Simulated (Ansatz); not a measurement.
# H₂Cl (doublet): the correlation ladder at distance Cl1–H2 along a hydrogen transfer = 1.403 Å, 6-31G

How much of the correlation energy of H₂Cl (doublet) does each wave-function method recover here?

Method: 6-31G, core rule «outside noble gas», up to 5 orbitals frozen; program: Ansatz 0.2.0, Gaussian basis.

The runs, in order: UHF; CCSD(T) on ROHF; CCSD(T) on UHF; BCCD(T) on ROHF; CISD; CCSDT(Q) on ROHF; CCSDT(Q) on UHF; CISDTQ; CCSDTQ on ROHF; CCSDTQ on UHF; CASSCF and MRCISD+Q, 3 electrons in 3 orbitals; CASSCF and NEVPT2, 3 electrons in 3 orbitals; CASSCF and MRCISD+Q, 9 electrons in 6 orbitals; CASSCF and NEVPT2, 9 electrons in 6 orbitals; Full CI.

5 further runs of the same task are left out: 1 for a mislabelled method, 3 that didn't finish, 1 set aside as unsound or not needed.

### 1 What is computed

The geometry derives from fragments relaxed apart (PBE0/def2-TZVP) and kept rigid, so it is no stationary point. A hydrogen atom is moved between rigid fragments.

3 atoms, charge 0, spin multiplicity 2.

Atoms are counted from 1 here; the program's logs count them from 0.

Bond lengths: Cl1–H2 1.403 Å.

### 2 UHF

Contents of in.yaml:

```yaml
crystal:
  periodic: [false, false, false]
  atoms:
    - {symbol: Cl, position_ang: [0.000000, 0.000000, -1.239000]}
    - {symbol: H, position_ang: [0.000000, 0.000000, 0.164000]}
    - {symbol: H, position_ang: [0.000000, 0.000000, 1.075000]}
basis:
  gaussian: {orbitals: 6-31G}
magnetization: {spin_polarized: true, initial_magnetization: 1}
hamiltonian: {xc: hf}
output: {orbitals: {seedname: orbitals}}
```

On the command line:

```sh
ansatz run in.yaml --threads 1 --pin off --events-out ev --progress --plain --max-ram 2393MiB
```

After this run come: CCSD(T) on ROHF; CCSD(T) on UHF; BCCD(T) on ROHF; CISD; CCSDT(Q) on ROHF; CCSDT(Q) on UHF; CISDTQ; CCSDTQ on ROHF; CCSDTQ on UHF; CASSCF and MRCISD+Q, 3 electrons in 3 orbitals; CASSCF and NEVPT2, 3 electrons in 3 orbitals; CASSCF and MRCISD+Q, 9 electrons in 6 orbitals; CASSCF and NEVPT2, 9 electrons in 6 orbitals; Full CI.

**Question.** What will the summary of the whole plan be? Wanted: FCI below the RHF energy; RMP2 from FCI; UMP2 from FCI; RCCSD from FCI; RCCSD(T) from FCI; UCCSD(T) from FCI; RCCSDT(Q) from FCI; UCCSDT(Q) from FCI; NEVPT2 pair from FCI.

**Answer**, as computed:

| quantity | value |
| --- | --- |
| FCI below the RHF energy | -1.9806 eV |
| RMP2 from FCI | +34.0 kJ/mol |
| UMP2 from FCI | +36.4 kJ/mol |
| RCCSD from FCI | +2.2 kJ/mol |
| RCCSD(T) from FCI | +0.5 kJ/mol |
| UCCSD(T) from FCI | +0.5 kJ/mol |
| RCCSDT(Q) from FCI | 0.0 kJ/mol |
| UCCSDT(Q) from FCI | 0.0 kJ/mol |
| NEVPT2 pair from FCI | +18.4 kJ/mol |
| MRCISD+Q pair from FCI | +1.6 kJ/mol |
| NEVPT2 valence from FCI | +29.5 kJ/mol |
| levels within 1 kcal/mol (43 meV) | RCCSD, UCCSD, RCCSD(T), UCCSD(T), BCCD(T), RCCSDT, UCCSDT, CISDTQ, RCCSDT(Q), UCCSDT(Q), RCCSDTQ, UCCSDTQ, MRCISD pair, MRCISD+Q pair, MRCISD valence, MRCISD+Q valence |
| T1 diagnostic | 0.020 |
| effectively unpaired electrons | 1.01 |

RCCSD(T) misses by +0.5 kJ/mol, 0.3 % of the correlation energy. One determinant dominates. Of the multireference levels listed MRCISD+Q valence comes nearest in total energy (+1.4 kJ/mol), which doesn't show that its space is the better one. These misses are within one basis, not against nature; the frozen cores of restricted and unrestricted runs differ, which can shift their rows.
